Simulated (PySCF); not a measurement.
Gas-phase reaction: 3 H₂BNH₂ + B → 2 B₂H₆ + 3 N

Method: PySCF energies plus ideal-gas RRHO corrections (1 bar). † marks an energy on the PBE0/def2-TZVP geometry and frequencies. MP2 and CCSD(T) freeze the core. Open shells (unrestricted): B (multiplicity 2, electronic degeneracy 6), N (multiplicity 4); the rest are closed-shell singlets. Spin-orbit splitting is ignored; it lowers the true energy and changes the entropy of B. H₂BNH₂: computed as isolated molecules; such fragments, hydroxides, amides, oligomers or adducts are transient or little studied in the gas. MP2 isn't extrapolated to the basis-set limit; its ΔH°(298 K) is 1078.7 kJ in def2-SVP and 1151.1 kJ in def2-TZVPP. CCSD(T) isn't extrapolated to the basis-set limit; its ΔH°(298 K) is 1039.2 kJ in def2-SVP and 1099.2 kJ in def2-TZVPP. The harmonic model lacks anharmonicity and excited electronic states, which grow with temperature; levels with a mode under 35 cm⁻¹ are left out.

ΔH° and ΔS° at 298 K: CCSD(T)/def2-SVP† 1039 kJ, 87 J/K; CCSD(T)/def2-TZVPP† 1099 kJ, 87 J/K; MP2/def2-TZVPP† 1151 kJ, 87 J/K; PBE/def2-TZVP† 1239 kJ, 87 J/K; PBE0/def2-SVP† 1162 kJ, 87 J/K.

Problem. With the heat capacities included, give log10 K (1 bar) at 500, 1200, 1400, 2000, 2500 K from CCSD(T)/def2-SVP†, CCSD(T)/def2-TZVPP†, MP2/def2-TZVPP†, PBE/def2-TZVP†, PBE0/def2-SVP†.

Solution. 
| T (K) | CCSD(T)/def2-SVP† | CCSD(T)/def2-TZVPP† | MP2/def2-TZVPP† | PBE/def2-TZVP† | PBE0/def2-SVP† |
|---|---|---|---|---|---|
| 500 | -104.0 | -110.2 | -115.6 | -124.8 | -116.7 |
| 1200 | -40.2 | -42.8 | -45.1 | -48.9 | -45.5 |
| 1400 | -33.6 | -35.9 | -37.8 | -41.1 | -38.2 |
| 2000 | -21.7 | -23.3 | -24.6 | -26.9 | -24.9 |
| 2500 | -16.1 | -17.3 | -18.4 | -20.2 | -18.6 |
